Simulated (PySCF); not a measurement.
**Core-level binding energies of disulfane**

Disulfane, H2S2.
Numbering: `[SH:1][SH:2]`

Theory: delta-SCF UKS SCAN, pcX-2 on the ionised atom, pcseg-1 elsewhere, spin-free X2C (PySCF). These are vertical core ionisation energies against the vacuum level, from separate self-consistent calculations with and without the core hole.

Problem. What binding energy does each computed site have?

Solution. 
```
atom(s)       environment  level  binding energy (eV)  count
  S1/S2  disulfide sulfur   S 1s              2478.31      2
```

Problem. Give the binding energy of S 1s of S1/S2 in hartree and in kJ/mol.

Solution. 2478.31 eV = 91.0762 Eh = 239121 kJ/mol.

Problem. Which photon wavelength matches the S 1s of S1/S2 threshold?

Solution. λ = hc/E = 12398.42 eV Å / 2478.31 eV = 5.003 Å.

Atoms equivalent by their bonding share one computed value, that of the first of them. Not every level is listed. Isolated species at its PBE0-D3(BJ)/def2-SVP geometry, gas phase.

On one thread of an Arm Neoverse V2, shared host with 96 logical CPUs at a one-minute load of 52, this took 1.8 s and 0.38 GiB of memory at its peak.

Conformer computed: `[SH:1][SH:2]`: H–S1–S2–H -91°.
